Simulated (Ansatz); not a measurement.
## A reaction path, image by image

H2OF, doublet, from a complex of HF + OH to a complex of H₂O + F; PBE-D4/def2-SVPD (Ansatz 0.2.0). Settings:

```yaml
hamiltonian: {xc: pbe, dispersion: d4}
neb:
  images: 5
  climbing: true
  max_iterations: 60
  initial_path: idpp
  max_displacement: 0.3
```

First end:

H1  (-0.713, 0.322, -0.006)
F2  (-1.301, 1.036, -0.137)
O3  (0.576, -0.880, 0.178)
H4  (1.438, -0.478, -0.035)
(Å)

Second end:

```json
{"atom": "H1", "x (Å)": "-0.5265", "y (Å)": "-0.6077", "z (Å)": "-0.4487"}
{"atom": "F2", "x (Å)": "-0.5348", "y (Å)": "1.3285", "z (Å)": "0.3889"}
{"atom": "O3", "x (Å)": "0.1629", "y (Å)": "-0.6033", "z (Å)": "0.2252"}
{"atom": "H4", "x (Å)": "0.8983", "y (Å)": "-0.1175", "z (Å)": "-0.1654"}
```

The ends were relaxed with PBE0-D4 in triple zeta, so they are not quite minima here (largest force components 0.64 and 0.79 eV/Å).

Energies along the converged band: It took 20 iterations. Path lengths are measured after rigid turns and shifts between images are taken out.
```
       image  path length (Å)  energy (kcal/mol)
           0             0.00               0.00
           1             0.40               0.12
           2             0.80               2.96
3 (climbing)             1.21               3.67
           4             1.37               3.57
           5             1.53               3.39
           6             1.70               3.71
```
Energies count from the first end.

The images between the ends:
Image 1:
```json
{"atom": "H1", "x (Å)": "-0.6461", "y (Å)": "0.1075", "z (Å)": "-0.1636"}
{"atom": "F2", "x (Å)": "-1.1483", "y (Å)": "0.9429", "z (Å)": "-0.1624"}
{"atom": "O3", "x (Å)": "0.4990", "y (Å)": "-0.7726", "z (Å)": "0.3188"}
{"atom": "H4", "x (Å)": "1.2952", "y (Å)": "-0.2778", "z (Å)": "0.0072"}
```

Image 2:
```json
{"atom": "H1", "x (Å)": "-0.4953", "y (Å)": "-0.1485", "z (Å)": "-0.1952"}
{"atom": "F2", "x (Å)": "-1.0253", "y (Å)": "0.8987", "z (Å)": "-0.2158"}
{"atom": "O3", "x (Å)": "0.3727", "y (Å)": "-0.6276", "z (Å)": "0.3743"}
{"atom": "H4", "x (Å)": "1.1477", "y (Å)": "-0.1226", "z (Å)": "0.0366"}
```

Image 3:
```json
{"atom": "H1", "x (Å)": "-0.3931", "y (Å)": "-0.4768", "z (Å)": "-0.2594"}
{"atom": "F2", "x (Å)": "-0.9847", "y (Å)": "1.0177", "z (Å)": "-0.2217"}
{"atom": "O3", "x (Å)": "0.3244", "y (Å)": "-0.5358", "z (Å)": "0.4320"}
{"atom": "H4", "x (Å)": "1.0534", "y (Å)": "-0.0050", "z (Å)": "0.0491"}
```

Image 4:
```json
{"atom": "H1", "x (Å)": "-0.3864", "y (Å)": "-0.5810", "z (Å)": "-0.2909"}
{"atom": "F2", "x (Å)": "-0.9104", "y (Å)": "1.1061", "z (Å)": "-0.1641"}
{"atom": "O3", "x (Å)": "0.2889", "y (Å)": "-0.5290", "z (Å)": "0.4264"}
{"atom": "H4", "x (Å)": "1.0078", "y (Å)": "0.0039", "z (Å)": "0.0287"}
```

Image 5:
```json
{"atom": "H1", "x (Å)": "-0.4050", "y (Å)": "-0.6538", "z (Å)": "-0.3404"}
{"atom": "F2", "x (Å)": "-0.8030", "y (Å)": "1.2050", "z (Å)": "-0.0199"}
{"atom": "O3", "x (Å)": "0.2564", "y (Å)": "-0.5577", "z (Å)": "0.3783"}
{"atom": "H4", "x (Å)": "0.9516", "y (Å)": "0.0066", "z (Å)": "-0.0180"}
```

The band counts as converged below 0.05 eV/Å. The run took about 79 s on 2 CPU threads of an Arm Neoverse V1 (shared host).
